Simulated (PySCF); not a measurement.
A made-up structure of CH₃AlO, closed shell:

```
6
angstrom
C -0.0091 -0.3284 -0.7509
O 0.2230 -0.9657 0.5713
Al -0.0555 0.6980 0.8249
H 0.5851 -1.5922 1.2172
H 0.8618 -0.3904 -1.4040
H -0.1349 1.7197 2.0117
```

It is relaxed with PBE-D4/def2-SVP and then PBE0-D4/def2-TZVP (PySCF 2.14 with density fitting (its default auxiliary sets; JK sets also for MP2 and CCSD(T))). Atoms count as bonded within 1.22 times the sum of their covalent radii (H–H: 0.88 Å). The end point is not checked to be a true minimum.

(1) Does its bonding change? (A judgement: the text doesn't fix the answer.)

## Answers

(1) The calculation gives: Yes. Formed: none; broken: O2–Al3.

Where it ends: The first stage lowers the energy by 2.24 eV in 35 steps. It ends as CH₃AlO ([OH][CH][AlH]):
```
6
angstrom
C 0.2214 -0.3792 0.2531
O -0.1335 -1.4123 1.0351
Al 0.8506 1.3470 0.7823
H 0.0991 -2.2568 0.6356
H 0.6360 -0.7044 -0.7152
H -0.1000 2.6008 0.4935
```

Labels in which every atom is bracketed show which atoms are joined, not bond orders.

For scale, one of the runs: PBE0-D4/def2-TZVP relaxation, 117 basis functions, launched by `OMP_NUM_THREADS=2 python run.py`. Hardware: 2 CPU threads of an INTEL XEON PLATINUM 8581C, shared host. Wall time 66 s; peak host memory 1.1 GiB.
